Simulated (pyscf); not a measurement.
This saddle point was located with ωB97X-D3(BJ)/def2-SVPD in PySCF.

```xyz
9

C      0.5343     0.4036    -0.6135
O      1.6509     0.4326     0.0031
H     -0.4793     0.2297     0.2279
H      0.1388     1.3488    -1.0766
H      0.2925    -0.4773    -1.2691
C     -0.7776     0.0628     1.5470
C     -1.9529    -0.0885     2.0300
H      0.2855     0.1210     1.8375
H     -2.8852    -0.1060     1.4586
```
Charge -1, spin multiplicity 1.

Surface: singlet, charge -1. Lowest wavenumbers (cm⁻¹): 972i, 132, 168, 286, 306.

### Question
Name the species on either side of this saddle.

### Answer
`[CH3][OH]` + `[C-]#[CH]` ⇌ `[CH2]=[O]` + `[CH-]=[CH2]`, a concerted two-bond exchange read from left to right: C–H, H–O broken and C–H, C–H formed. At CCSD(T)/def2-TZVPPD + ΔMP2(QZVPPD) it lies +16.1 kcal/mol from the left side and +3.6 kcal/mol from the right (each side as separated species at their lowest minima found). On the reactant side the descent ends in a bound adduct, 21.0 kcal/mol under the separated species and 37.2 kcal/mol under the saddle at ωB97X-D3(BJ)/def2-TZVPD. On the product side the descent ends in a bound adduct, 12.6 kcal/mol under the separated species and 18.4 kcal/mol under the saddle at ωB97X-D3(BJ)/def2-TZVPD. One saddle was located; it need not be the lowest between these sides. The CCSD(T) − MP2 part came from Ansatz, without density fitting, on the same reference.
